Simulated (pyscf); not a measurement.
Thermochemistry of product channels of `[SiH3][SiH2][Cl]` on the singlet surface, in kcal/mol, from ωB97M-D3(BJ)/def2-TZVP energies (ideal gas, 1 atm, RRHO with modes under 100 cm⁻¹ raised to 100, one conformer, R ln 2 for chiral ones without a mode under 150 cm⁻¹). Optimised with ωB97X-D3(BJ)/def2-SVP in PySCF.

```json
[
 {"products": "`[SiH3][Cl]` + `[SiH2]` [singlet]", "ΔE": "[?]", "ΔH(298 K)": "+51.1", "ΔG(298 K)": "+41.4", "ΔG(1200 K)": "+13.8"},
 {"products": "`[SiH][SiH2][Cl]` [singlet] + `[H][H]`", "ΔE": "+53.9", "ΔH(298 K)": "+50.8", "ΔG(298 K)": "+42.6", "ΔG(1200 K)": "+16.5"},
 {"products": "`[SiH4]` + `[SiH][Cl]` [singlet]", "ΔE": "+42.9", "ΔH(298 K)": "+40.8", "ΔG(298 K)": "+31.2", "ΔG(1200 K)": "+4.4"},
 {"products": "`[SiH2]=[SiH][Cl]` + `[H][H]`", "ΔE": "+57.1", "ΔH(298 K)": "+53.9", "ΔG(298 K)": "+45.4", "ΔG(1200 K)": "[?]"},
 {"products": "`[SiH3][Si][Cl]` [singlet] + `[H][H]`", "ΔE": "+49.7", "ΔH(298 K)": "+46.8", "ΔG(298 K)": "+37.9", "ΔG(1200 K)": "+9.8"}
]
```

**Question.** Some entries are withheld; supply them.

**Answer.** 
- `[SiH3][Cl]` + `[SiH2]` [singlet], ΔE: +53.7
- `[SiH2]=[SiH][Cl]` + `[H][H]`, ΔG(1200 K): +18.1

These are energies of the channels, which say nothing of barriers.
